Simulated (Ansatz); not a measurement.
# CH5BO: the cost of one run

All numbers below are computed with Ansatz 0.2.0 (RHF/def2-SVP).

### Step 1. The system as given

Bond lengths: B1–C3 1.800 Å, C3–H4 1.110 Å, C3–H5 1.110 Å, C3–H6 1.110 Å, B1–O7 1.410 Å, O7–H8 1.010 Å. Angles: B1–C3–H4 106.2°, B1–C3–H5 77.6°, B1–C3–H6 138.2°, H4–C3–H5 109.4°, H4–C3–H6 109.4°, H5–C3–H6 109.4°, C3–B1–O7 156.1°, B1–O7–H8 109.5°.

As a file:

```xyz
8

B     0.0000    0.0000    0.0000
H     0.6594    0.0000    1.2237
C     1.7899    0.0000    0.1905
H     2.1194   -1.0462    0.0203
H     1.6534    0.5080   -0.7869
H     2.5594    0.5381    0.7823
O    -1.2211    0.0000   -0.7050
H    -1.7308   -0.8467   -0.4965
```

### Step 2. Pulling towards end A

Springs on the bonds that form and break draw the guess towards this end; the thresholds are loose.

Input file input.yaml:

```yaml
crystal:
  periodic: [false, false, false]
  atoms:
    - { symbol: B, position_ang: [0.0, 0.0, 0.0] }
    - { symbol: H, position_ang: [0.6594, 0.0, 1.2237] }
    - { symbol: C, position_ang: [1.7899, 0.0, 0.1905] }
    - { symbol: H, position_ang: [2.1194, -1.0462, 0.0203] }
    - { symbol: H, position_ang: [1.6534, 0.508, -0.7869] }
    - { symbol: H, position_ang: [2.5594, 0.5381, 0.7823] }
    - { symbol: O, position_ang: [-1.2211, 0.0, -0.705] }
    - { symbol: H, position_ang: [-1.7308, -0.8467, -0.4965] }
basis:
  gaussian: { orbitals: def2-SVP }
hamiltonian:
  xc: hf
relax:
  f_tol: 0.15
  max_steps: 25
  restrain:
    - { distance: [1, 2], at: 2.31, k: 30.0 }
    - { distance: [0, 1], at: 1.19, k: 30.0 }
    - { distance: [0, 2], at: 1.6, k: 30.0 }
```

Command:

```
> ansatz run input.yaml --threads 1 --pin off --max-ram 2048MiB --backend cpu --events-out ev --progress --plain --runs-dir out
```

**Question.** How long does this run take on 1 thread of Intel Xeon Platinum 8259CL at 2.50GHz (Skylake/Cascade Lake), shared host, and how much memory does it need?

About 10 s, with a peak of 0.14 GiB.
